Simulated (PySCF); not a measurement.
Cards and structures have been mixed up. Pair them.

Structures:
1. `C[Si@@H]([GeH3])c1cccs1` (C5H10GeSSi)
2. `[O+]#Cc1ccccc1` ([C7H5O]+)
3. `C=C(F)/C=C/F` (C4H4F2)
4. `N=O` (HNO)

Card P (geometry PBE0-D3(BJ)/def2-SVP):
* Rotational constants A, B, C: 9.789, 1.918, 1.603 GHz
* Static isotropic polarisability (CAM-B3LYP/def2-SVPD): 55.3 au
* HOMO energy (CAM-B3LYP/def2-SVPD): -8.28 eV
* Largest of the computed one-bond spin–spin couplings (means over like bonds) (B3LYP/pcJ-1, spin–dipole term left out for some pairs): 19F–13C -350.8, 19F–13C -319.8, 13C–1H +209.5, 13C–1H +173.8, 13C–1H +173.7, 13C–1H +166.8, 13C–13C +94.6, 13C–13C +93.7 Hz
* Dipole moment (CAM-B3LYP/def2-SVPD): 1.10 D

Card Q (geometry PBE0-D3(BJ)/def2-SVP):
* Rotational constants A, B, C: 5.485, 1.525, 1.193 GHz
* Static isotropic polarisability (CAM-B3LYP/def2-SVPD): 77.9 au
* Vertical ionisation energy (ΔSCF CAM-B3LYP/def2-SVPD): 14.90 eV
* Strongest line among the 10 lowest singlet transitions (TDDFT CAM-B3LYP/def2-SVPD): S8 at 6.97 eV (178 nm, f = 0.431)
* Lowest triplet excitation (Tamm–Dancoff) (TDA CAM-B3LYP/def2-SVPD): 3.17 eV
* Isotropic shieldings of nuclei other than C and H, by class (GIAO B3LYP/pcSseg-2): -55 (1 O) ppm
* Lowest singlet excitation (TDDFT CAM-B3LYP/def2-SVPD): 4.34 eV (286 nm, f = 0.054)

Card R (geometry PBE0-D3(BJ)/def2-SVP):
* Rotational constants A, B, C: 554.706, 43.634, 40.452 GHz
* Static isotropic polarisability (PBE0/def2-SVPD): 14.2 au
* Vertical ionisation energy (ΔSCF PBE0/def2-SVPD): 10.47 eV
* Lowest singlet excitation (TDDFT PBE0/def2-SVPD): 1.52 eV (815 nm, f = 0.000)
* Point group: Cs
* Largest of the computed one-bond spin–spin couplings (means over like bonds) (B3LYP/pcJ-1): 17O–15N +12.8, 15N–1H -3.9 Hz

Card S (geometry PBE0-D3(BJ)/def2-SVP):
- Rotational constants A, B, C: 1.898, 0.518, 0.424 GHz
- Static isotropic polarisability (CAM-B3LYP/def2-SVPD): 136.4 au
- HOMO energy (CAM-B3LYP/def2-SVPD): -8.20 eV
- Point group: C1
- Lowest singlet excitation (TDDFT CAM-B3LYP/def2-SVPD): 5.50 eV (225 nm, f = 0.187)

All species are isolated and taken at one optimised geometry, non-relativistic unless stated. Electronic properties by PySCF. NMR classes are plain means over equivalent atoms (diastereotopic ones count apart unless rotation or inversion swaps them), as if these changed places fast.

Task: Which card belongs to which structure?

Result: P = 3, Q = 2, R = 4, S = 1. What ties each card to its structure:
- 1 (card S), C5H10GeSSi, monoisotopic mass 203.9 u, 8 heavy atoms: point group C1; an asymmetric top with C = 0.424 GHz, the lowest such constant on the cards; polarisability 136.4 au for 102 electrons.
- 2 (card Q), [C7H5O]+, monoisotopic mass 105.0 u, 8 heavy atoms: an asymmetric top with C = 1.193 GHz; polarisability 77.9 au for 54 electrons.
- 3 (card P), C4H4F2, monoisotopic mass 90.0 u, 6 heavy atoms: an asymmetric top with C = 1.603 GHz; polarisability 55.3 au for 46 electrons; dipole 1.10 D.
- 4 (card R), HNO, monoisotopic mass 31.0 u, 2 heavy atoms: an asymmetric top with C = 40.452 GHz, the highest such constant on the cards; polarisability 14.2 au for 16 electrons.
